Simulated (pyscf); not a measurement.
Thermochemistry of product channels of Cl–GeH₂• (SMILES [Cl][GeH2]) + NH₃ (SMILES N) on the doublet surface, in kcal/mol, from ωB97M-D3(BJ)/def2-TZVP energies (ideal gas, 1 atm, RRHO with modes under 100 cm⁻¹ raised to 100, one conformer, R ln 2 for chiral ones without a mode under 150 cm⁻¹). Structures and frequencies: ωB97X-D3(BJ)/def2-SVP in PySCF.

| products | ΔE | ΔH(298 K) | ΔG(298 K) | ΔG(600 K) |
|---|---|---|---|---|
| H₂N–GeH₂• (SMILES [NH2][GeH2]) + HCl (SMILES Cl) | +16.4 | +14.4 | +14.9 | +15.0 |
| H₂N–GeH₂–Cl (SMILES [NH2][GeH2][Cl]) + H• (SMILES [H]) | +22.1 | +18.3 | +21.6 | +24.4 |
| H₂N–GeH•–Cl (SMILES [NH2][GeH][Cl]) + H₂ (SMILES [H][H]) | +0.3 | -2.8 | -1.1 | 0.0 |
| •HN–GeH₂–Cl (SMILES [NH][GeH2][Cl]) + H₂ (SMILES [H][H]) | +30.0 | +24.2 | +26.0 | +27.2 |
| Cl–GeH₃ (SMILES [Cl][GeH3]) + NH₂• (SMILES [NH2]) | +27.1 | +23.5 | +24.1 | +24.7 |

These are energies of the channels, which say nothing of barriers. Elements up to Kr have no core potential and no relativistic terms here.
